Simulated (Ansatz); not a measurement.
# H4OSi: the cost of one run

Method: PBE0-D4/def2-TZVP structures, single points in def2-TZVPP, no counterpoise correction; program: Ansatz 0.2.0, Gaussian basis.

Levels: SPW92, PBE-D4, BLYP-D4, r2SCAN-D4, B97M-V, PBE0-D4, B3LYP-D4, r2SCAN0-D4, BHLYP-D4, CAM-B3LYP-D4, wB97X-V, wB97M-V, B2PLYP, PBE-QIDH, RPA on PBE, Hartree-Fock, MP2, CCSD, CCSD(T).

Correlated methods freeze the cores. B3LYP uses VWN-RPA correlation. B2PLYP carries no dispersion term here.

114 further runs of the same task are left out: 1 that didn't finish, 113 set aside as unsound or not needed.

### 1 The system as given

The complex: 12 atoms, charge 0, spin multiplicity 1.

Atoms are counted from 1 here; the program's logs count them from 0.

Bond lengths: Si1–H3 1.481 Å, Si1–H4 1.498 Å, Si1–H5 1.481 Å, Si1–O7 1.664 Å, H2–H8 0.748 Å, H6–N9 1.013 Å, O7–H10 0.958 Å, N9–H11 1.012 Å, N9–H12 1.012 Å. Angles: H3–Si1–H4 107.0°, H3–Si1–H5 111.7°, H3–Si1–O7 112.6°, H4–Si1–H5 107.0°, H4–Si1–O7 105.3°, H5–Si1–O7 112.6°, Si1–O7–H10 113.6°, H6–N9–H11 108.1°, H6–N9–H12 108.1°, H11–N9–H12 107.8°.

As a file:

```mol
H9NOSi
  3D, bonds by distance, orders not assigned

 12  9  0  0  0  0  0  0  0  0999 V2000
   -1.3225    0.0225   -0.4670 Si  0  0
    2.2842    0.2872   -2.2483 H   0  0
   -0.5980   -1.1348   -1.0398 H   0  0
   -2.6699    0.0649   -1.1213 H   0  0
   -0.6468    1.3019   -0.7813 H   0  0
    0.5853   -0.1785    1.7855 H   0  0
   -1.6299   -0.1560    1.1589 O   0  0
    1.8345    0.2136   -1.6552 H   0  0
    1.1787   -0.0795    0.9705 N   0  0
   -2.5630   -0.1977    1.3705 H   0  0
    1.7904   -0.8846    0.9272 H   0  0
    1.7570    0.7410    1.1003 H   0  0
  1  3  8  0
  1  4  8  0
  1  5  8  0
  1  7  8  0
  2  8  8  0
  6  9  8  0
  7 10  8  0
  9 11  8  0
  9 12  8  0
M  END
```

Its parts: SiH₄O holds atoms 1, 3, 4, 5, 7, 10; H₂ holds atoms 2, 8; NH₃ holds atoms 6, 9, 11, 12. Each part counts its atoms afresh in its own runs.

### 2 Relaxing SiH₄O alone

File relax-a/in.yaml:

```yaml
crystal:
  periodic: [false, false, false]
  atoms:
    - {symbol: Si, position_ang: [-1.322459, 0.022470, -0.467018]}
    - {symbol: H, position_ang: [-0.598007, -1.134794, -1.039822]}
    - {symbol: H, position_ang: [-2.669888, 0.064885, -1.121317]}
    - {symbol: H, position_ang: [-0.646785, 1.301933, -0.781292]}
    - {symbol: O, position_ang: [-1.629923, -0.156001, 1.158871]}
    - {symbol: H, position_ang: [-2.563023, -0.197686, 1.370471]}
basis:
  gaussian: {orbitals: def2-TZVP}
hamiltonian: {xc: pbe0, dispersion: d4}
relax: {f_tol: 0.005, max_steps: 200}
```

Started as:

```sh
> ansatz run in.yaml --threads 4 --pin off --events-out ev --progress --plain --max-ram 9574MiB
```

**Question.** How long does this run take on 4 threads of AMD EPYC 9R45, shared host?

About 4 s.
